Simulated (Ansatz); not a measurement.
Molecule (SMILES): FOF.
Atoms: F1, O2, F3. Bonds: F1-O2, O2-F3.

Basis-set convergence of the harmonic zero-point energy at MP2 with Ansatz (a program for electronic structure). Each level at its own minimum, finite differences of forces, unscaled; the reference is a large set that could be run, not a limit. All functions are spherical. Cores are frozen. A restricted Hartree-Fock determinant is unstable towards unrestricted orbitals. No added dispersion term, no relativity. Reference: the value in def2-QZVPP, 3.39 kcal/mol, itself unsure by roughly 0.01 kcal/mol (its mean distance from cc-pVQZ, aug-cc-pVTZ, def2-TZVPPD).

```csv
basis,functions,harmonic zero-point energy (kcal/mol)
cc-pVDZ,42,3.20
def2-SVP,42,…
6-311+G**,66,…
aug-cc-pVDZ,69,3.19
pcseg-2,90,3.38
def2-TZVPP,93,3.39
"6-311++G(3df,3pd)",117,3.39
jun-cc-pV(T+d)Z,117,3.39
def2-TZVPPD,120,3.38
cc-pCVTZ,129,…
aug-cc-pVTZ,138,3.37
cc-pVQZ,165,3.39
def2-QZVPP,171,3.39
```

### Question
What belongs in the gaps?

### Answer

- def2-SVP, harmonic zero-point energy (kcal/mol): 3.31
- 6-311+G**, harmonic zero-point energy (kcal/mol): 3.23
- cc-pCVTZ, harmonic zero-point energy (kcal/mol): 3.42
